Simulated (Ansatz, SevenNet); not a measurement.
**How the equilibrium volume per atom of 1T (CdI2-type) SnSe₂ moves with the method**

No measured value is used here.

```
level (code)              value (Å³/atom)
------------------------  ---------------
SevenNet-l3i5 (SevenNet)            29.83
LDA (Ansatz)                        24.57
PBE (Ansatz)                        30.40
PBE-D4 (Ansatz)                     25.52
r²SCAN (Ansatz)                         …
```

Task: Some entries are withheld; supply them.

Result: 
- r²SCAN (Ansatz, a first-principles code), value (Å³/atom): 27.80

LDA, PBE, r²SCAN: the cell comes from a level without a dispersion term, which matters for the spacing of layers, chains or molecules. Cutoffs differ between the levels. Ansatz's density-functional and Hartree–Fock values are scalar-relativistic unless marked +SOC, with PAW data made under PBE.

Machine-learned potentials (SevenNet-l3i5) are trained on DFT data, which may include these solids.
